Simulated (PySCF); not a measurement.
## How methods differ on the electron affinity of O

O⁻ [He] 2s2 2p5 (2P) → O [He] 2s2 2p4 (3P), as a difference of total energies. Computed with PySCF 2.14 in def2-TZVPPD (6s4p3d1f, 40 functions), with the non-relativistic Hamiltonian (point nucleus). Correlated levels: valence: 1s2 frozen; valence and next inner shell: nothing frozen. The calculations carry no spin-orbit coupling.

```json
{"method": "UHF", "electron affinity (eV)": "-0.572"}
{"method": "LDA", "electron affinity (eV)": "2.059"}
{"method": "PBE", "electron affinity (eV)": "1.776"}
{"method": "PBE0", "electron affinity (eV)": "1.386"}
{"method": "r2SCAN", "electron affinity (eV)": "1.510"}
{"method": "HSE06", "electron affinity (eV)": "1.393"}
{"method": "B2PLYP", "electron affinity (eV)": "1.483"}
{"method": "BLYP", "electron affinity (eV)": "1.824"}
{"method": "PW91", "electron affinity (eV)": "1.826"}
{"method": "MP2 (valence)", "electron affinity (eV)": "1.360"}
{"method": "SCS-MP2 (valence)", "electron affinity (eV)": "1.320"}
{"method": "MP2 (valence and next inner shell)", "electron affinity (eV)": "1.365"}
{"method": "SCS-MP2 (valence and next inner shell)", "electron affinity (eV)": "1.322"}
```

Errors of the correlated levels include the incompleteness of this basis and the frozen core.

A negative affinity means that the anion lies above the atom at that level of theory.

In the anion the highest occupied orbital energy is positive at LDA, PBE, PBE0, r2SCAN, HSE06, BLYP, PW91, a self-interaction effect; the basis confines that electron, and the energy difference can still be sensible.

For comparison: 1.461 eV (measured; photodetachment measurements, as compiled on the Wikipedia data page of electron affinities).
